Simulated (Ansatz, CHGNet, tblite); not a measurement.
**How well does each level of theory give the elastic constant C12 of zinc-blende GaP?**

Reference value: 62 GPa (measured, temperature not stated, not corrected to a static lattice, sources range from 62.0 to 64.0; as tabulated in Råsander and Moram (2015), arXiv:1505.02379).

Task: What do GFN2-xTB, CHGNet 0.3.0, PBE, r²SCANh, Hartree–Fock give, and how far is each from the reference?

Result: 
| level (code) | value (GPa) | cell (Å³/atom) | difference (%) |
|---|---|---|---|
| GFN2-xTB (tblite) | 41.4 | 22.99 | -33 |
| CHGNet 0.3.0 (CHGNet) | 79.4 | 20.82 | +28 |
| PBE (Ansatz) | 52.5 | 20.87 | -15.3 |
| r²SCANh (Ansatz) | 62.7 | 20.17 | +1.1 |
| Hartree–Fock (Ansatz) | 60.9 | 21.35 | -1.8 |

The reference's temperature isn't stated, so close values are not ranked against it. Off by more than 25 % (a bound picked here): GFN2-xTB (-33 %), CHGNet 0.3.0 (+28 %).

The measured value isn't corrected to a static lattice, so vibrations enter the comparison.  GFN2-xTB: the method was fitted mainly to molecules. GFN2-xTB: the run uses a supercell at the zone centre in place of a k mesh. Each level is taken at its own relaxed cell. Cutoffs and k meshes differ between the levels. Ansatz's density-functional and Hartree–Fock values are scalar-relativistic unless marked +SOC, with PAW data made under PBE.

Machine-learned potentials (CHGNet 0.3.0) are trained on DFT data, which may include these solids.

Differences are worked out from the printed values.

Ansatz is a program for electronic structure.
